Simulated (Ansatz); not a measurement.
C$_{2}$F$_{3}$O, SMILES `F[C]1OC1(F)F` radical, relaxed with UKS PBE-D4/def2-SVP in the Gaussian-basis code of Ansatz from a rough embedded geometry. The force threshold is 0.03 eV/Å; the program also tests the step.

Charge 0, multiplicity 2.

Start:

```xyz
6

F     0.062   -0.765   -1.839
C    -0.430    0.087   -0.852
O    -1.172   -0.397    0.250
C     0.168    0.243    0.430
F     0.192    1.418    1.114
F     1.180   -0.585    0.897
```

| step | energy (eV) | largest force (eV/Å) | largest move (Å) |
| --- | --- | --- | --- |
| 1 | -12246.7656 | 1.907 | 0.000 |
| 2 | -12246.9567 | 0.986 | 0.051 |
| 3 (rejected) | -12246.7480 | 3.119 | 0.102 |
| 4 | -12247.0268 | 0.154 | 0.046 |
| 5 | -12247.0279 | 0.072 | 0.019 |
| 6 | -12247.0287 | 0.035 | 0.013 |
| 7 | -12247.0288 | 0.014 | 0.003 |

End:

```xyz
6

F    -0.021   -0.765   -1.831
C    -0.388    0.091   -0.885
O    -1.074   -0.395    0.231
C     0.184    0.241    0.442
F     0.166    1.387    1.115
F     1.134   -0.558    0.928
```

Run time 8 s (4 threads of an Arm Neoverse V1 on a shared host); peak host memory 0.14 GiB.
